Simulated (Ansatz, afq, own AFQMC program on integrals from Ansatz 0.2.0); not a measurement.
**HClO, triplet: AFQMC among the cluster methods**

```json
{"atom": "Cl", "x (Å)": "0.0000", "y (Å)": "0.0000", "z (Å)": "-1.5947"}
{"atom": "H", "x (Å)": "0.0000", "y (Å)": "0.0000", "z (Å)": "0.3023"}
{"atom": "O", "x (Å)": "0.0000", "y (Å)": "0.0000", "z (Å)": "1.2923"}
```

Connectivity, by distances: Cl ··· OH.

Basis cc-pVTZ. Only valence electrons are correlated. Ansatz 0.2.0 and our own AFQMC program on the same integrals; the CISD trial comes from CCSD amplitudes, and released means the phaseless constraint is let go. ± is one standard error of the sampling.

Determinant: UHF, the one that the program's search chose, which needn't be the lowest solution. The geometry is a point of a scan.

No full CI on the walks' own integrals is used here; CCSDT(Q) serves as the reference and is uncertain by about the last step of the cluster series.

Cautions: lower spins were not checked; the released energies are still falling, so no released level is given (meV from the phaseless value at times in 1/Eh: -23 ± 3 at 0.24, -34 ± 5 at 0.51, -42 ± 5 at 0.99, -98 ± 50 at 1.62, -332 ± 292 at 2.40), though the last usable value meets CCSDT(Q) within the noise.

```
T1 diagnostic                               : 0.0116
weight of the determinant in the CISD state : 0.885
⟨S²⟩ of the determinant                     : 2.015
size of the correlated space                : 14 electrons in 72 orbitals
```

```
  level  correlation energy (eV)
    MP2                  -9.9100
   CCSD                 -10.8775
CCSD(T)                 -11.1935
```

Q: Estimate where phaseless AFQMC with a CISD trial lies against CCSD(T) on the same integrals.

A: 1.2 ± 0.3 kJ/mol below CCSD(T).

Reference: CCSDT(Q), correlation energy -11.239 eV.

```json
{"level": "CCSD(T)", "E − E(reference) (kJ/mol)": "4.3", "share of correlation (%)": "99.60"}
{"level": "CCSDT", "E − E(reference) (kJ/mol)": "1.4", "share of correlation (%)": "99.87"}
{"level": "ph-AFQMC/CISD", "E − E(reference) (kJ/mol)": "3.1 ± 0.3", "share of correlation (%)": "99.71"}
```

A walk keeps the symmetry of its determinant, which the program's search chose and which needn't be the lowest solution, so a lower state of the same spin and another symmetry isn't excluded.
